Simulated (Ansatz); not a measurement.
```yaml
crystal:
  periodic: [false, false, false]
  atoms:
    - {symbol: P, position_ang: [0.000000, 0.000000, 0.000000]}
    - {symbol: Be, position_ang: [0.000000, 0.000000, 1.925100]}
basis:
  gaussian: {orbitals: def2-TZVP}
total_charge: 1
hamiltonian: {xc: pbe0}
relax: {f_tol: 0.004, max_steps: 80}
```

```sh
$ ansatz run in.yaml --threads 1 --pin off --events-out ev --progress --plain --max-ram 2176MiB
```

Steps of the relaxation (energy above the last step; positions in Å, forces in eV/Å):

```
2
step 1, 43.6 meV
P     0.000    0.000    0.000    0.000    0.000   -1.194
Be    0.000    0.000    1.925    0.000    0.000    1.194
```

```
2
step 2, 7.7 meV
P     0.000    0.000   -0.022    0.000    0.000   -0.473
Be    0.000    0.000    1.947    0.000    0.000    0.473
```

```
2
step 3, 0.0 meV
P     0.000    0.000   -0.037    0.000    0.000   -0.030
Be    0.000    0.000    1.963    0.000    0.000    0.030
```

```
2
step 4, 0.0 meV
P     0.000    0.000   -0.039    0.000    0.000    0.000
Be    0.000    0.000    1.964    0.000    0.000    0.000
```

Close pairs at the end: P1–Be2 2.002 Å.

A stationary point of restricted PBE0 after 4 steps (its stability towards spin polarisation wasn't tested). 1.7 s on 1 thread of Intel Xeon 6975P-C, shared host.
